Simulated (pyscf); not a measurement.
# Four-centre exchange: `[OH][BH][OH]` + `[CH4]` → `[CH3][OH]` + `[BH2][OH]`

Gas phase, singlet surface, charge 0. Bonds broken: O1–B2, C7–H8. Bonds formed: O1–C7, B2–H8. Optimised with ωB97X-D3(BJ)/def2-SVP in PySCF. MP2 and CC: frozen core, UHF for open shells. ΔMP2 is the change of the MP2 total energy from the triple- to the quadruple-zeta basis.

Transition state (Å):

```xyz
11

O     -1.9231     0.5098    -0.0274
B     -0.9397    -0.6285    -0.2941
O     -1.2433    -1.3986    -1.4232
H     -2.6368     0.2426     0.5736
H     -0.6824    -1.3018     0.6978
H     -1.5099    -0.8392    -2.1603
C     -0.3448     1.4855     0.6005
H      0.0638     0.2238    -0.4418
H      0.5079     1.0635     1.1409
H     -1.0742     1.9336     1.2833
H     -0.0757     2.1497    -0.2232
```

One imaginary mode, 1106i cm⁻¹; descent along it reached the two sides named, in the forms told below.

```tsv
bond	change	reactant side (Å)	saddle	product side
O1–B2	breaks	1.367	1.528	1.848
C7–H8	breaks	1.099	1.687	3.2
O1–C7	forms	3.6	1.959	1.424
B2–H8	forms	3.0	1.325	1.221
```

Electronic energies relative to the separated reactants (kJ/mol):

```csv
level,barrier,reaction energy,reverse barrier
ωB97X-D3(BJ)/def2-TZVP,473.8,+240.9,233.0
PBE/def2-TZVP,425.5,+242.2,183.2
r²SCAN/def2-TZVP,447.8,+252.0,195.8
B3LYP-D3(BJ)/def2-TZVP,459.3,+244.1,215.2
PBE0-D3(BJ)/def2-TZVP,455.9,+244.4,211.5
M06-2X/def2-TZVP,479.6,+246.8,232.9
ωB97M-D3(BJ)/def2-TZVP,469.6,+246.4,223.2
HF/def2-TZVP,565.8,+241.6,324.2
MP2/def2-QZVPP,490.9,+252.0,238.9
CCSD/def2-TZVPP,495.9,+244.7,251.2
CCSD(T)/def2-TZVPP,476.6,+245.3,231.4
CCSD(T)/def2-TZVPP + ΔMP2(QZVPP),477.2,+245.3,231.9
```

With CCSD(T)/def2-TZVPP + ΔMP2(QZVPP) energies and thermal terms (ideal gas, 1 atm, RRHO with modes under 100 cm⁻¹ raised to 100, one conformer, R ln 2 for chiral ones without a mode under 150 cm⁻¹), in kJ/mol:

| T (K) | ΔH‡ | ΔG‡ | ΔH | ΔG |
|---|---|---|---|---|
| 298 | 471.0 | 510.8 | +243.5 | +235.7 |
| 600 | 472.8 | 550.6 | +242.5 | +228.3 |
| 900 | 476.2 | 588.8 | +242.2 | +221.2 |
| 1200 | 479.8 | 625.8 | +242.3 | +214.3 |

On the product side the descent ends in a complex, 26.0 kJ/mol under the separated species and 258.9 kJ/mol under the saddle at ωB97X-D3(BJ)/def2-TZVP. The same reactants have a lower exit, to H₃C–B(OH)–OH + H₂ (barrier +257.9 kJ/mol at ωB97M-D3(BJ)/def2-TZVP, against +469.6 kJ/mol here). One saddle was located; it need not be the lowest between these sides. The CCSD(T) − MP2 part came from Ansatz, without density fitting, on the same reference.
